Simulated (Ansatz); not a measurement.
`CCSC` + H₂S → `CSCS` + CH₄  (substitution at a C–C bond)

Computed with Ansatz on PBE0-D4/def2-TZVP structures; ΔE is electronic, products minus reactants. CBS: MP2 limit from def2 TZ/QZ plus the TZ coupled-cluster correction, frozen cores. This one scheme is used for every species. Functionals use def2-TZVPP. B3LYP here is the variant with VWN-RPA as its local correlation; programs differ in this. HSE06 is defined as in plane-wave codes. Each species was taken in one conformer, which may not be the lowest.

| level | ΔE (kcal/mol) | difference from CCSD(T)/CBS |
| --- | --- | --- |
| PBE-D4 | -1.2 | -1.6 |
| revPBE-D4 | -1.4 | -1.8 |
| BLYP-D4 | -1.4 | -1.8 |
| r2SCAN-D4 | -0.6 | -1.0 |
| B97M-V | -0.1 | -0.5 |
| PBE0-D4 | -0.2 | -0.6 |
| B3LYP-D4 | -0.5 | -0.9 |
| r2SCANh-D4 | -0.3 | -0.7 |
| r2SCAN0-D4 | 0.1 | -0.3 |
| BHLYP-D4 | 0.4 | 0.0 |
| CAM-B3LYP-D4 | 0.6 | 0.2 |
| ωB97X-V | 0.6 | 0.2 |
| ωB97M-V | 0.3 | -0.1 |
| B2PLYP | 0.1 | -0.3 |
| PBE-QIDH | 0.4 | 0.0 |
| PBE | -0.9 | -1.3 |
| revPBE | -1.0 | -1.4 |
| BLYP | -0.7 | -1.1 |
| PBE0 | 0.1 | -0.3 |
| B3LYP | 0.1 | -0.3 |
| r2SCANh | -0.3 | -0.7 |
| r2SCAN0 | 0.1 | -0.3 |
| HSE06 | 0.0 | -0.4 |
| BHLYP | 1.1 | 0.7 |
| LC-ωPBE | 0.9 | 0.5 |
| RPA@PBE/def2-TZVPP | 1.7 | 1.3 |
| HF/def2-SVP | 3.6 | 3.2 |
| MP2/def2-SVP | 2.1 | 1.7 |
| CCSD/def2-SVP | 3.2 | 2.8 |
| CCSD(T)/def2-SVP | 2.8 | 2.4 |
| HF/def2-TZVPP | 2.2 | 1.8 |
| MP2/def2-TZVPP | 0.2 | -0.2 |
| SCS-MP2/def2-TZVPP | 0.6 | 0.2 |
| CCSD/def2-TZVPP | 1.8 | 1.4 |
| CCSD(T)/def2-TZVPP | 1.1 | 0.7 |
| MP2/def2-QZVPP | -0.2 | -0.6 |
| SCS-MP2/def2-QZVPP | 0.3 | -0.1 |
| HF/CBS(def2) | 2.4 | 2.0 |
| MP2/CBS(def2) | -0.5 | -0.9 |
| CCSD/CBS(def2) | 1.0 | 0.6 |
| CCSD(T)/CBS | 0.4 | 0 |

**Question.** What do rigid-rotor, harmonic-oscillator terms from PBE0-D4/def2-TZVP frequencies (298.15 K, 1 bar) make of the CCSD(T)/CBS value? (Best estimate.)

**Answer.** Computed: ΔZPE = +0.6 kcal/mol, ΔH = +1.1 kcal/mol, ΔS = -13 J/(mol·K), ΔG = +2.0 kcal/mol.

Largest T1 diagnostic among the species: 0.011.

From PBE to PBE0 (25 % exact exchange), in def2-TZVPP and without D4, ΔE moves by +1.0 kcal/mol. In def2-TZVPP, CCSD(T) changes the Hartree–Fock value by −1.1 kcal/mol (the triples alone add −0.6 kcal/mol) and MP2 by −2.1 kcal/mol.
